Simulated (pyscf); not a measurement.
:HSi–SiH₃ [singlet] + H• → [HSi=SiH₂]• + H₂, a hydrogen abstraction (doublet surface; H–Si broken, H–H formed). PySCF, gas phase, ωB97X-D3(BJ)/def2-SVP geometries. Energies in eV from the separated reactants.

Small-basis levels: PySCF, no dispersion term, spherical d functions. AM1 to PM7: differences of heats of formation from MOPAC. Open shells are spin-unrestricted. 

| level | barrier | reaction energy |
|---|---|---|
| SVWN5/6-31G* | -0.31 | -1.42 |
| BP86/6-31G* | -0.14 | -1.55 |
| M06-2X/6-31G* | ? | -1.34 |
| B3LYP/6-311+G** | -0.04 | -1.43 |
| PBE/def2-SVP | ? | -1.32 |
| PM3 | -0.57 | -1.70 |
| PM6 | -0.40 | -2.59 |
| ωB97M-D3(BJ)/def2-TZVP | ? | -1.28 |

### Question
Fill in the missing entries.

### Answer

- M06-2X/6-31G*, barrier: 0.16
- PBE/def2-SVP, barrier: -0.10
- ωB97M-D3(BJ)/def2-TZVP, barrier: 0.13

Against the last row the barrier runs from -0.70 (PM3) to +0.02 eV (M06-2X/6-31G*). At SVWN5/6-31G*, BP86/6-31G*, B3LYP/6-311+G**, PBE/def2-SVP, PM3, PM6 this geometry lies under one side, so the entry may be no barrier of that level: it is a single point on another level's saddle. ωB97M-D3(BJ)/def2-TZVP has limits of its own. One saddle was located; it need not be the lowest between these sides. The angle at the transferred H is 166°.
